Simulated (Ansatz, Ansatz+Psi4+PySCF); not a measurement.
```xyz
4

Sc    0.0000    0.0000    0.0000
F     1.8221    0.0000    0.0000
F    -0.9111    1.5780    0.0000
F    -0.9111   -1.5780    0.0000
```

Basis set: cc-pVTZ (spherical functions). Correlated methods keep 8 orbitals frozen. Charge 0, multiplicity 1.

Computed with Ansatz (development build ahead of 0.2.0); each method stands on the lowest determinant of its kind that the runs found. Restricted open shells among the atoms or ions are ROHF, correlated in semicanonical orbitals with singles.

Q: Give the atomization energy at this shape (free ground-state atoms in the same class of orbitals less the molecule, no zero-point energy) of singlet ScF₃ by RHF-MP2, RHF.

A:

```tsv
method	atomization energy
RHF-MP2	1956.5 kJ/mol
RHF	1421.9 kJ/mol
```
